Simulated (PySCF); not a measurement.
## Sulfur: a sound run and one with changed settings

Sound run: S [Ne] 3s2 3p4, S⁺ [Ne] 3s2 3p3. Computed with PySCF 2.14 in pcseg-2, with no relativity, point nucleus. In the sound run the correlated levels freeze [Ne]. The sound run starts from symmetry-adapted Hartree-Fock orbitals and uses a fine grid where one is needed.

Changed run: initial guess sap, at most 50 SCF cycles.

```json
{"species": "S", "method": "UHF", "sound run (hartree)": "-397.50176", "changed run (hartree)": "-397.50176", "converged": "yes"}
{"species": "S", "method": "B3LYP", "sound run (hartree)": "-398.14151", "changed run (hartree)": "-398.14151", "converged": "yes"}
{"species": "S", "method": "CCSD(T)", "sound run (hartree)": "-397.63551", "changed run (hartree)": "-397.63551", "converged": "yes"}
{"species": "S⁺", "method": "LDA", "sound run (hartree)": "-396.34945", "changed run (hartree)": "-396.34945", "converged": "yes"}
{"species": "S⁺", "method": "MP2", "sound run (hartree)": "-397.24793", "changed run (hartree)": "-397.24793", "converged": "yes"}
```

Here the plain start reaches the same solutions.
